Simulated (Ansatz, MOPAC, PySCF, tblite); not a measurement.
Potential energy surface of O3, singlet: symmetric bend, bond length relaxed. Scanned: O-O-O angle. Other coordinates (O-O bond length) were minimised at PBE0/def2-TZVP.

- RKS-B3LYP/6-31G* = restricted B3LYP/6-31G*, spherical d (PySCF)
- PM7, restricted, heats of formation (MOPAC)
- GFN2-xTB, 300 K electronic temperature (tblite)
- CCSD(T)/aug-cc-pVQZ = CCSD(T) on RHF/aug-cc-pVQZ, frozen core (Ansatz, a program for electronic structure)

Energies relative to the lowest point of each profile, in kJ/mol; the last columns give the difference from CCSD(T):

| a / ° | RKS-B3LYP/6-31G* | PM7 | GFN2-xTB | CCSD(T)/aug-cc-pVQZ | RKS-B3LYP/6-31G* − CCSD(T)/aug-cc-pVQZ | PM7 − CCSD(T)/aug-cc-pVQZ | GFN2-xTB − CCSD(T)/aug-cc-pVQZ |
|---|---|---|---|---|---|---|---|
| 167 | 284.6 | 164.6 | 227.9 | 310.8 | -26.2 | -146.3 | -82.9 |
| 157 | 208.4 | 118.8 | 159.2 | 222.3 | -13.9 | -103.5 | -63.1 |
| 147 | 129.3 | 66.4 | 91.9 | 136.6 | -7.3 | -70.2 | -44.8 |
| 137 | 61.9 | 23.6 | 37.9 | 65.5 | -3.6 | -41.9 | -27.6 |
| 127 | 15.7 | 0.0 | 5.0 | 17.3 | -1.6 | -17.3 | -12.3 |
| 117 | 0.0 | 2.1 | 0.0 | 0.0 | 0.0 | 2.1 | 0.0 |
| 107 | 25.0 | 35.6 | 31.6 | — | — | — | — |

RKS-B3LYP/6-31G* is furthest from CCSD(T)/aug-cc-pVQZ at 167 (-26.2 kJ/mol, below); its mean absolute difference over the points is 8.8 kJ/mol.

PM7 is furthest from CCSD(T)/aug-cc-pVQZ at 167 (-146.3 kJ/mol, below); its mean absolute difference over the points is 63.5 kJ/mol.

GFN2-xTB is furthest from CCSD(T)/aug-cc-pVQZ at 167 (-82.9 kJ/mol, below); its mean absolute difference over the points is 38.4 kJ/mol.

Dashes: no converged value, or the column stops at the first point that the program doubted or that broke a chosen test of continuity, which isn't proof of a fault.

The scan ran from 180.0 to 80.0; beyond the range shown the relaxed coordinates jump or full CI changes its symmetry label.
